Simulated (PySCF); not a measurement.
**Identify the compound**

The spectra below were simulated for a compound C2H2N2O.

¹H NMR (300 MHz, computed): δ 8.56 (s, 1H), 8.42 (s, 1H).

¹³C{¹H} NMR (computed): δ 169.3 (CH), 162.4 (CH).

Theory: J couplings at B3LYP/pcJ-1, shielding tensors at PBE0/pcSseg-1 (GIAO), geometry: PBE0-D3(BJ)/def2-SVP, in PySCF (single conformer, no relativistic terms, no solvent).

References, each an isolated molecule treated in the same way: ¹H (σref 31.27), ¹³C (σref 184.41) against TMS.

Which candidate is it?
A. c1nnco1
B. c1ncon1
C. N#CC(N)=O

Answers

B. 

- Rings plus π bonds: 3 (1 ring in the answer).
- 2 carbon signals for 2 carbons: no two carbons are equivalent.
- Carbon types of the structure: 2 × CH, which accounts for all hydrogens.
- δC 169.3, 162.4: aromatic CH between two ring heteroatoms.
- δH 8.56, 8.42: hydrogen on an aromatic CH between two ring heteroatoms; the ring current deshields protons in the ring plane.

The others: c1nnco1 would give 1 carbon signal, not 2; N#CC(N)=O would give 0 signals for carbon-bound and other non-exchanging H, not 2.

Shifts are as computed. Against solution values, carbons near 30 ppm lie about +2 ppm off and those near 130 ppm about +5 ppm. Of 1211 compounds with measured shifts, 218 miss one by over three times the rms of a fit or turn the order of signals round; such compounds aren't used in these exercises.
